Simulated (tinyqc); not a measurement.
Inside a calculation. Method: RKS/exchange-only LDA in the sto-3g basis, for LiH, spin multiplicity 1. One step of it, computed by the program tinyqc.

Problem. Iteration 2: DIIS coefficients. Solve [B -1; -1 0][c; lambda] = [0; -1] for the coefficients, which sum to one.

B (overlaps of the stored error matrices):
```
               1              2
1  7.3682357e-02  2.9823654e-03
2  2.9823654e-03  2.5391112e-01
```

Give: DIIS coefficients.

Solution.

DIIS coefficients: 0.7802  0.2198
